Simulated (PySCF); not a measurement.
## H2O: map over both bonds

All numbers come from PySCF, PBE0, basis O def2-TZVP, H def2-TZVP (no relativity, density fitting).

Rigid scan from the singlet minimum (O–H 0.959 Å (×2); H–O–H 105.0°). Coordinate: rows scale the first bond (O–H), columns the second (O–H). Energies in kJ/mol from the minimum.

```csv
scale \ scale,0.94,0.97,1.00,1.04,1.09,1.15
0.94,19.3,11.9,9.7,13.3,25.9,49.3
0.97,11.9,4.5,2.3,5.8,18.3,41.6
1.00,?,2.3,0.0,3.5,15.9,39.1
1.04,13.3,5.8,3.5,6.9,19.1,42.3
1.09,25.9,18.3,15.9,?,31.3,?
1.15,49.3,?,39.1,?,54.2,77.0
```

(1) Fill in the five missing cells, row by row.

## Answers

(1) 9.7, 19.1, 54.2, 41.6, 42.3.

Other isomers or separated fragments may lie lower.

The scan took of the order of 70 core-seconds on a shared host.
